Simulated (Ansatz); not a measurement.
Calculated with Ansatz (gas phase, PBE0-D4/def2-TZVP geometries, no zero-point term in ΔE). CCSD(T)/CBS adds triple-zeta CCSD(T) − MP2 to the extrapolated MP2 energy (def2 sets, frozen cores). This one scheme is used for every species. DFT in def2-TZVPP. B3LYP here is the variant with VWN-RPA as its local correlation; programs differ in this. Each species was taken in one conformer, which may not be the lowest.

Reaction (formal hydrolysis of a C–S bond): `CC(O)(O)S` + H₂O → `CC(O)(O)O` + H₂S

| level | ΔE (kcal/mol) | difference from CCSD(T)/CBS |
| --- | --- | --- |
| PBE-D4 | -2.2 | 0.0 |
| r2SCAN-D4 | -4.2 | -2.0 |
| PBE0-D4 | -3.4 | -1.2 |
| B3LYP-D4 | -3.3 | -1.1 |
| ωB97X-V | -4.8 | -2.6 |
| ωB97M-V | -4.2 | -2.0 |
| B2PLYP | -4.1 | -1.9 |
| PBE | -3.2 | -1.0 |
| r2SCAN | -4.4 | -2.2 |
| PBE0 | -4.2 | -2.0 |
| B3LYP | -5.0 | -2.8 |
| HF/def2-TZVPP | -8.9 | -6.7 |
| MP2/def2-TZVPP | -2.1 | 0.1 |
| SCS-MP2/def2-TZVPP | -3.4 | -1.2 |
| CCSD/def2-TZVPP | -5.0 | -2.8 |
| CCSD(T)/def2-TZVPP | -4.1 | -1.9 |
| HF/def2-QZVPP | -8.7 | -6.5 |
| MP2/def2-QZVPP | -1.0 | 1.2 |
| SCS-MP2/def2-QZVPP | -2.3 | -0.1 |
| HF/CBS(def2) | -8.7 | -6.5 |
| MP2/CBS(def2) | -0.3 | 1.9 |
| CCSD/CBS(def2) | -3.1 | -0.9 |
| CCSD(T)/CBS | -2.2 | 0 |

Largest T1 diagnostic among the species: 0.011.

The D4 term adds +1.6 kcal/mol with B3LYP and +0.9 kcal/mol with PBE0; it sums over pairs of atoms, weighted by their polarisabilities, and B3LYP, whose exchange is more repulsive, gets the larger term. From PBE to PBE0 (25 % exact exchange), in def2-TZVPP and without D4, ΔE moves by −1.0 kcal/mol.
